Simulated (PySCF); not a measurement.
# LiN at UHF-SCS-MP2

Computed with UHF-SCS-MP2; PySCF, no relativity, basis sets Li pcseg-2, N pcseg-2.

```
state                   : ³Σ⁻ (triplet), unpaired electrons π ↑↑
bond length             : 3.506 bohr
harmonic wavenumber     : 690 cm⁻¹
force constant          : 1.31 mdyn/Å
rotational constant Be  : 1.048 cm⁻¹
well depth De to Li + N : 1.44 eV
dissociation energy D0  : 1.40 eV
```

Correlated steps freeze 1 core orbital. The state was picked by a PBE0 search and need not be the measured ground state.
